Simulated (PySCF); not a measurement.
**H2S (hydrogen sulfide): CCSD(T)/pcseg-1**

What is the vertical singlet–triplet gap of H2S (hydrogen sulfide) at CCSD(T)/pcseg-1? Input form: a Python script.

The results are computed with PySCF 2.14.0.

### Step 1. The structure to begin with

H2S: 3 atoms, total charge 0, spin state singlet. SMILES: `S`. The shape is that of a PBE0-D4/def2-TZVP optimisation.

Bond lengths: S1–H2 1.341 Å, S1–H3 1.341 Å. Angles: H2–S1–H3 92.3°.

### Step 2. A single-point energy at CCSD(T)/pcseg-1

job.py reads:

```python
from pyscf import gto, cc

system = gto.Mole()
system.atom = '''
S      0.936359    -0.530257     0.460904
H      0.185004     1.885380     0.306892
H     -1.121363    -1.355123    -0.767796
'''
system.basis = 'pcseg-1'
system.verbose = 3
system.unit = 'bohr'
system.charge = 0
system.spin = 0
system.max_memory = 1860
system.build()

myscf = system.RHF()
myscf.conv_tol = 1e-10
myscf.kernel()
if not myscf.converged:
    myscf = myscf.newton().run(myscf.mo_coeff, myscf.mo_occ)

mycc = cc.CCSD(myscf, frozen=5)
mycc.kernel()
e_t = mycc.ccsd_t()
e_final = mycc.e_tot + e_t
print('Final energy', e_final)
```

Launch:

```console
OMP_NUM_THREADS=1 python job.py
```

The program printed:

```text
converged SCF energy = -398.663155729423
E(CCSD) = -398.8228877230045  E_corr = -0.1597319935812518
CCSD(T) correction = -0.00332217908500517
Final energy -398.8262099020895
```

Run time: 0.9 s. Hardware: 1 thread of Arm Neoverse V1, shared host; peak memory 0.12 GiB.

### Step 3. The triplet at the same level

job.py reads:

```python
from pyscf import gto, scf, cc

system = gto.M(
    atom='''
S      0.936359    -0.530257     0.460904
H      0.185004     1.885380     0.306892
H     -1.121363    -1.355123    -0.767796
''',
    spin=2,
    verbose=4,
    max_memory=1860,
    basis='pcseg-1',
    unit='bohr',
)

mf = scf.UHF(system)
mf.conv_tol = 1e-10
mf.kernel()
if not mf.converged:
    mf = mf.newton().run(mf.mo_coeff, mf.mo_occ)

mycc = cc.CCSD(mf, frozen=5)
mycc.kernel()
e_t = mycc.ccsd_t()
e_tot = mycc.e_tot + e_t
print(f'total energy: {e_tot:.8f} hartree')
```

Launch:

```console
OMP_NUM_THREADS=1 python job.py
```

The program printed:

```text
PySCF version 2.14.0

[INPUT] num. atoms = 3
[INPUT] num. electrons = 18
[INPUT] charge = 0
[INPUT] spin (= nelec alpha-beta = 2S) = 2
[INPUT] symmetry False subgroup None
[INPUT] Mole.unit = bohr
[INPUT] Symbol           X                Y                Z      unit          X                Y                Z       unit  Magmom
[INPUT]  1 S      0.495499844040  -0.280599920331   0.243899893222 AA    0.936359000000  -0.530257000000   0.460904000000 Bohr   0.0
[INPUT]  2 H      0.097899900729   0.997700129924   0.162400252614 AA    0.185004000000   1.885380000000   0.306892000000 Bohr   0.0
[INPUT]  3 H     -0.593399744769  -0.717100209594  -0.406300145836 AA   -1.121363000000  -1.355123000000  -0.767796000000 Bohr   0.0

nuclear repulsion = 12.8990804391832
number of shells = 7
number of NR pGTOs = 58
number of NR cGTOs = 28
basis = pcseg-1
ecp = {}

[... 20 lines left out ...]
WARN: HOMO 0.0882421780002391 >= LUMO -0.312083437032363
[... 74 lines left out ...]
converged SCF energy = -398.462098715546  <S^2> = 2.0164912  2S+1 = 3.010974
[... 12 lines left out ...]
Init t2, MP2 energy = -0.119892912760282
[... 16 lines left out ...]
UCCSD converged
[... 2 lines left out ...]
total energy: -398.60963586 hartree
```

Run time: 1.1 s. Hardware: 1 thread of Arm Neoverse V1, shared host; peak memory 0.11 GiB.

### Step 4. Summary of results

Level: CCSD(T)/pcseg-1, 5 core orbitals frozen.

| quantity | value |
| --- | --- |
| singlet: total energy | -398.82621 Eh |
| singlet: dipole moment (Hartree–Fock density) | 1.40 D |
| singlet: HOMO energy (Hartree–Fock orbitals) | -10.49 eV |
| singlet: LUMO energy (Hartree–Fock orbitals) | 3.62 eV |
| singlet: HOMO–LUMO gap (Hartree–Fock orbitals) | 14.11 eV |
| singlet: correlation energy (5 core orbitals frozen) | -163.1 mEh |
| singlet: (T) correction | -3.32 mEh |
| singlet: T1 diagnostic | 0.007 |
| triplet: total energy | -398.60964 Eh |
| triplet: dipole moment (Hartree–Fock density) | 0.30 D |
| triplet: HOMO energy (Hartree–Fock orbitals) (highest over α and β) | -4.25 eV |
| triplet: LUMO energy (Hartree–Fock orbitals) (lowest over α and β) | -0.72 eV |
| triplet: correlation energy (5 core orbitals frozen) | -147.5 mEh |
| triplet: (T) correction | -2.93 mEh |
| triplet: ⟨S²⟩ of the reference determinant | 2.016 |
| triplet: T1 diagnostic | 0.012 |
| vertical energy of the triplet above the singlet | 5.893 eV |

In words: At this shape the triplet lies 5.89 eV (136 kcal/mol) above the singlet. Mulliken charges (singlet) of the mean-field density run from -0.22 on S1 to +0.11 on H2; they depend strongly on the basis. The triples (singlet) make up 2.0 % of the correlation energy. Mulliken charges (triplet) of the mean-field density run from -0.09 on H3 to +0.16 on S1. The triples (triplet) make up 2.0 % of the correlation energy.
